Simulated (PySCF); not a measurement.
Bonds (- single, = double, # triple, : aromatic): C1-O2, O2-C3, C3=O4, C3-O5, O5-C6. C1 carries H7, H8, H9; C6 carries H10, H11, H12.

GIAO shifts from PySCF on PBE0-D3(BJ)/def2-TZVP geometries (one conformer, non-relativistic, equivalent nuclei averaged), against TMS at the same level and in the same medium; PCM means IEF-PCM chloroform.

Measured (solution, CDCl3, 298 K; Fulmer et al., Organometallics 2010, 29, 2176): C3 156.4, C1/C6 54.9, H7/H8/H9/H10/H11/H12 3.79 ppm.

Which unscaled values do B97-2/pcSseg-2, gas; WP04/pcSseg-2, PCM; wB97X-D/pcSseg-2, PCM give, and how close are they?

## Answers


```
               atoms  measured  B97-2/pcSseg-2, gas  WP04/pcSseg-2, PCM  wB97X-D/pcSseg-2, PCM
                  C3     156.4                164.3               170.1                  170.2
               C1/C6      54.9                 57.1                60.8                   58.4
H7/H8/H9/H10/H11/H12      3.79                 3.65                3.73                   3.75
```

Mean absolute error for 13C: B97-2/pcSseg-2, gas 5.1, WP04/pcSseg-2, PCM 9.8, wB97X-D/pcSseg-2, PCM 8.6 ppm.

Mean absolute error for 1H: B97-2/pcSseg-2, gas 0.14, WP04/pcSseg-2, PCM 0.06, wB97X-D/pcSseg-2, PCM 0.04 ppm.
